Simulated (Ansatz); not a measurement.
Bulk modulus B0 (GPa) of solids drawn from the class of silicides and borides, at two levels: PBE in Ansatz (plane waves, PAW), and PBEsol (Ansatz, an electronic-structure program, plane waves, PAW).

```tsv
solid	PBE	PBEsol
B20 (FeSi-type) MnSi	206	220
CaB6-type CaB6	150	152
C11b MoSi2	204	219
AlB2-type TiB2	250	263
AlB2-type MgB2	143	?
AlB2-type ZrB2	238	?
antifluorite Mg2Si	54.0	56.0
A15 Mo3Si	249	268
AlB2-type HfB2	248	261
C11b WSi2	217	231
```

Question: Estimate the withheld PBEsol values from the other rows.

Answer: One way: carry over the typical ratio. The ratios PBEsol / PBE of the other rows, in order: 1.013, 1.037, 1.052, 1.052, 1.065, 1.068, 1.074, 1.076; median 1.0585. AlB2-type MgB2: 143 × 1.0585 = 151 GPa; the run gives 147 GPa. AlB2-type ZrB2: 238 × 1.0585 = 252 GPa; the run gives 250 GPa. The ratios spread from 1.013 to 1.076, so such an estimate is rough.

Over all 10 rows PBEsol is the larger in 10.

Ansatz's runs of these crystals have no spin polarisation, but for B20 (FeSi-type) MnSi.

Density-functional runs with spin start from parallel moments for B20 (FeSi-type) MnSi.

Spin–orbit coupling is left out, also for the solids with elements from indium on (AlB2-type HfB2, C11b WSi2); its size isn't shown.

Each level is taken at its own relaxed cell. Caveats: the gap of the solid is closed in this run (CaB6-type CaB6). Ansatz's density-functional and Hartree–Fock values are scalar-relativistic unless marked +SOC, with PAW data made under PBE.
